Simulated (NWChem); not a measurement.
System: trimethylamine (C₃H₉N); SMILES CN(C)C

Excerpt of the output:

```
             Northwest Computational Chemistry Package (NWChem) 7.3.0
             --------------------------------------------------------

                             Geometry "geometry" -> ""
                             -------------------------

 Output coordinates in angstroms (scale by  1.889725989 to convert to a.u.)

  No.       Tag          Charge          X              Y              Z
 ---- ---------------- ---------- -------------- -------------- --------------
    1 C                    6.0000     0.34433200    -1.33872700     0.06075300
    2 N                    7.0000     0.00000000     0.00000000    -0.33803500
    3 C                    6.0000     0.98720500     0.96756400     0.06075300
    4 C                    6.0000    -1.33153700     0.37116300     0.06075300
    5 H                    1.0000     0.38020400    -1.47736900     1.16730000
    6 H                    1.0000     1.33304800    -1.61258900    -0.33996600
    7 H                    1.0000    -0.38971900    -2.05561800    -0.33970100
    8 H                    1.0000     1.08933700     1.06795100     1.16730000
    9 H                    1.0000     0.73001900     1.96074800    -0.33996600
   10 H                    1.0000     1.97507700     0.69030200    -0.33970100
   11 H                    1.0000    -1.46954100     0.40941800     1.16730000
   12 H                    1.0000    -1.58535800     1.36531600    -0.33970100
   13 H                    1.0000    -2.06306700    -0.34815900    -0.33996600

 Effective nuclear repulsion energy (a.u.)     138.7681554733

                              NWChem Property Module
                              ----------------------

  itol2e modified to match energy
  convergence criterion.

                                 NWChem DFT Module
                                 -----------------

 Summary of "ao basis" -> "ao basis" (spherical)
 ------------------------------------------------------------------------------
       Tag                 Description            Shells   Functions and Types
 ---------------- ------------------------------  ------  ---------------------
 C                          6-311g**                 8       18   4s3p1d
 N                          6-311g**                 8       18   4s3p1d
 H                          6-311g**                 4        6   3s1p

  itol2e modified to match energy
  convergence criterion.

            General Information
            -------------------
          SCF calculation type: DFT
          Wavefunction type:  closed shell.
          No. of atoms     :    13
          No. of electrons :    34
           Alpha electrons :    17
            Beta electrons :    17
          Charge           :     0
          Spin multiplicity:     1
          Use of symmetry is: off; symmetry adaption is: off
          Maximum number of iterations: 150
          AO basis - number of functions:   126
                     number of shells:    68
          Convergence on energy requested:  1.00D-07
          Convergence on density requested:  1.00D-05
          Convergence on gradient requested:  5.00D-04

              XC Information
              --------------
                         B3LYP Method XC Potential
                     Hartree-Fock (Exact) Exchange  0.200
                        Slater Exchange Functional  0.800 local
                    Becke 1988 Exchange Functional  0.720 non-local
              Lee-Yang-Parr Correlation Functional  0.810
                  VWN I RPA Correlation Functional  0.190 local

             Grid Information
             ----------------
          Grid used for XC integration:  fine
          Radial quadrature: Mura-Knowles
          Angular quadrature: Lebedev.
          Tag              B.-S. Rad. Rad. Pts. Rad. Cut. Ang. Pts.
          ---              ---------- --------- --------- ---------
          C                   0.70       70          10.0       590
          N                   0.65       70           8.0       590
          H                   0.35       60          12.0       590
          Grid pruning is: on
          Number of quadrature shells:   820
          Spatial weights used:  Erf1

      Superposition of Atomic Density Guess
      -------------------------------------

 Sum of atomic energies:        -171.81062156

      Non-variational initial energy
      ------------------------------

 Total energy =    -174.628815
 1-e energy   =    -504.195244
 2-e energy   =     190.798273
 HOMO         =      -0.258400
 LUMO         =       0.076224

   convergence    iter        energy       DeltaE   RMS-Dens  Diis-err
 ---------------- ----- ----------------- --------- --------- ---------
 d= 0,ls=0.0,diis     1   -174.4768850130 -3.13D+02  3.88D-03  5.80D-01
 d= 0,ls=0.0,diis     2   -174.5182215687 -4.13D-02  1.79D-03  5.00D-02
 d= 0,ls=0.0,diis     3   -174.5178422090  3.79D-04  8.68D-04  6.05D-02
 d= 0,ls=0.0,diis     4   -174.5236640626 -5.82D-03  1.59D-04  7.17D-04
 d= 0,ls=0.0,diis     5   -174.5237224830 -5.84D-05  5.73D-05  1.30D-04
  Resetting Diis
 d= 0,ls=0.0,diis     6   -174.5237388564 -1.64D-05  7.99D-06  1.37D-06
 d= 0,ls=0.0,diis     7   -174.5237390181 -1.62D-07  3.11D-06  7.44D-08
 d= 0,ls=0.0,diis     8   -174.5237390227 -4.61D-09  1.31D-06  4.69D-08

         Total DFT energy =     -174.523739022691
      One electron energy =     -508.552609030077
           Coulomb energy =      221.858423647388
    Exchange-Corr. energy =      -26.597709113281
 Nuclear repulsion energy =      138.768155473279

 Numeric. integr. density =       34.000015767973

                       DFT Final Molecular Orbital Analysis
                       ------------------------------------

[...]

          -----------------------------------------
          Chemical Shielding Tensors (GIAO, in ppm)
          -----------------------------------------

                                NWChem CPHF Module
                                ------------------

  scftype          =     RHF
  nclosed          =       17
  nopen            =        0
  variables        =     1853
  # of vectors     =        3
  tolerance        = 0.10D-03
  level shift      = 0.00D+00
  max iterations   =       50
  max subspace     =       30

 SCF residual:    4.9800517765113062E-005

Iterative solution of linear equations
  No. of variables     1853
  No. of equations        3
  Maximum subspace       30
        Iterations       50
       Convergence  1.0D-04

   iter   nsub   residual    time
   ----  ------  --------  ---------
     1      3    3.42D-01     158.6
     2      6    7.81D-03     173.2
     3      9    3.31D-04     188.2
     4     12    2.27D-05     203.4

      Atom:    1  C
        Diamagnetic
    244.0936     -3.2113      0.9795
     -3.2113    255.7525     -3.8079
      0.9795     -3.8079    243.7003

        Paramagnetic
   -129.4717    -14.0280      1.9782
    -14.0280    -78.5287     -7.7000
      1.9782     -7.7000   -127.1794

        Total Shielding Tensor
    114.6220    -17.2392      2.9576
    -17.2392    177.2238    -11.5078
      2.9576    -11.5078    116.5209

           isotropic =     136.1222
          anisotropy =      71.4520

          Principal Components and Axis System
                 1           2           3
              183.7569    114.4212    110.1886

      1        -0.2453     -0.0437      0.9685
      2         0.9537      0.1684      0.2491
      3        -0.1740      0.9847      0.0004

      Atom:    2  N
        Diamagnetic
    329.6385      0.0004     -0.0002
      0.0004    329.6387     -0.0004
     -0.0002     -0.0004    290.7859

        Paramagnetic
    -83.4209      0.0013      0.0017
      0.0013    -83.4210      0.0015
      0.0017      0.0015    -96.8097

        Total Shielding Tensor
    246.2177      0.0018      0.0014
      0.0018    246.2177      0.0011
      0.0014      0.0011    193.9762

           isotropic =     228.8039
          anisotropy =      26.1234

          Principal Components and Axis System
                 1           2           3
              246.2195    246.2159    193.9762

      1         0.7017      0.7125     -0.0000
      2         0.7125     -0.7017     -0.0000
      3         0.0000      0.0000      1.0000

      Atom:    3  H
        Diamagnetic
     23.2968     -1.1157      1.2591
     -1.1157     27.3449     -4.8862
      1.2591     -4.8862     36.9073

        Paramagnetic
      4.4823      0.2474     -0.2843
      0.2474      3.5845      1.0984
     -0.2843      1.0984     -5.4645

        Total Shielding Tensor
     27.7791     -0.8683      0.9747
     -0.8683     30.9294     -3.7878
      0.9747     -3.7878     31.4428

           isotropic =      30.0505
          anisotropy =       7.7419

          Principal Components and Axis System
                 1           2           3
               35.2117     27.5557     27.3840

      1         0.1729      0.9685     -0.1792
      2        -0.6720      0.2490      0.6974
      3         0.7201     -0.0002      0.6939

      Atom:    4  H
        Diamagnetic
     35.2016     -5.3597     -3.8910
     -5.3597     29.7868      1.2645
     -3.8910      1.2645     24.9577

        Paramagnetic
     -4.7807      0.9435      2.2472
      0.9435      1.6731     -0.4834
      2.2472     -0.4834      1.6882

        Total Shielding Tensor
     30.4208     -4.4162     -1.6439
     -4.4162     31.4599      0.7811
     -1.6439      0.7811     26.6458

           isotropic =      29.5088
          anisotropy =       9.2856

          Principal Components and Axis System
                 1           2           3
               35.6992     27.1155     25.7118

      1        -0.6638      0.4690      0.5826
      2         0.7252      0.5942      0.3478
      3         0.1831     -0.6534      0.7346
```

Level: B3LYP/6-311G** (spherical d), GIAO. Geometry: optimised at PBE0/def2-SVP. B3LYP is NWChem's, with the RPA form of VWN correlation. The output numbers the shielded atoms by their place in the input's list. The printed shielding anisotropy is the first printed principal value minus the mean of the other two.

Question: Write an input that gives this output.

Answer: One answer among several that fit: the input that was run:
```
start job
memory heap 200 mb stack 900 mb global 1100 mb
geometry units angstroms noautosym nocenter noautoz
  C      0.344332    -1.338727     0.060753
  N      0.000000     0.000000    -0.338035
  C      0.987205     0.967564     0.060753
  C     -1.331537     0.371163     0.060753
  H      0.380204    -1.477369     1.167300
  H      1.333048    -1.612589    -0.339966
  H     -0.389719    -2.055618    -0.339701
  H      1.089337     1.067951     1.167300
  H      0.730019     1.960748    -0.339966
  H      1.975077     0.690302    -0.339701
  H     -1.469541     0.409418     1.167300
  H     -1.585358     1.365316    -0.339701
  H     -2.063067    -0.348159    -0.339966
end
basis spherical
  C library 6-311g**
  N library 6-311g**
  H library 6-311g**
end
dft
  xc b3lyp
  iterations 150
end
property
  shielding 4 1 2 5 6
end
task dft property
```
